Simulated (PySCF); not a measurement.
Metal–ligand bonds in Zr(F)3–Y. Isolated molecules, 0 K electronic values unless said otherwise. One relaxed conformer stands for each flexible species; it need not be the lowest. Multiplicities are imposed; where one is given, others were not computed. Strings in code marks are SMILES.

Quantity: electronic energy of homolysis of the metal–ligand bond (relaxed doublet parts, no counterpoise, zero-point or spin–orbit term), in kcal/mol.

Case: F: [Zr(F)4]. The other species in the difference include [Zr(F)3] (neutral, multiplicity 2). Geometry of [Zr(F)4] (neutral, multiplicity 1, Å):

```xyz
5

Zr     0.0369    -0.0564    -0.0370
F     -0.6138     1.7270     0.1510
F      0.6084    -0.3336    -1.8365
F     -1.3538    -1.2903     0.3957
F      1.5143    -0.3185     1.1417
```

Estimate the electronic energy of homolysis of the metal–ligand bond (relaxed doublet parts, no counterpoise, zero-point or spin–orbit term) that PBE-D3(BJ)/def2-TZVP // TPSS-D3(BJ)/def2-SVP (PySCF) returns for this input.

160.3 kcal/mol.
